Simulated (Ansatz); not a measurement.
# WS₂: computed properties

These are results of Ansatz 0.2.0, DFT PBEsol, scalar-relativistic, plane waves, PAW, not measurements.

Settings: cutoff 420 eV, Γ-centred mesh 12×12×1 on the computed 12-atom cell, Gaussian smearing of 0.02 eV; no spin polarisation.

The structure is relaxed at this level of theory with its symmetry kept. This form isn't the usual stable structure of the compound.

```cif
data_structure
_symmetry_space_group_name_H-M 'P-3m1'
_symmetry_Int_Tables_number 164
_cell_length_a 3.1460
_cell_length_b 3.1460
_cell_length_c 34.5959
_cell_angle_alpha 90.000
_cell_angle_beta 90.000
_cell_angle_gamma 120.000
_cell_volume 296.54
loop_
_atom_site_label
_atom_site_type_symbol
_atom_site_symmetry_multiplicity
_atom_site_Wyckoff_symbol
_atom_site_fract_x
_atom_site_fract_y
_atom_site_fract_z
_atom_site_occupancy
W1 W 2 d 0.66667 0.33333 0.40826 1
W2 W 2 d 0.66667 0.33333 0.77522 1
S1 S 2 d 0.66667 0.33333 0.17950 1
S2 S 2 d 0.66667 0.33333 0.54643 1
S3 S 2 d 0.33333 0.66667 0.36295 1
S4 S 2 d 0.33333 0.66667 0.72990 1
```

| Quantity | Value |
| --- | --- |
| Space group | P-3m1 (No. 164) |
| Volume per atom | 24.71 Å³ |
| Formation energy from the elements' standard states (uncorrected) | -0.908 eV/atom |
| Kohn–Sham band gap | 1.24 eV, indirect from Γ to (0.172, 0.174, 0.000) |
| Löwdin character of the top 1 eV of the valence band | W 5d 65 %, S 3p 30 % |
| Löwdin character of the lowest 1 eV of the conduction band | W 5d 59 %, S 3p 33 %, unprojected 5 % |
| Electron masses at the edge by Cartesian direction of the standard setting (m_e; degenerate bands sorted by energy; no spin-orbit coupling) | x: 0.57; y: 0.55; z: over 30 |
| Hole masses at the edge by Cartesian direction of the standard setting (m_e; degenerate bands sorted by energy; no spin-orbit coupling) | x: 0.87; y: 0.87; z: over 30 |
| Electronic dielectric constant xx, yy, zz of the standard setting (independent particles) | 10.6, 10.6, 6.6 |

Spin-orbit coupling is left out, which matters for the bands of heavy elements. Each cell of WS2 holds layers, and where no dispersion correction was added their binding is poorly described.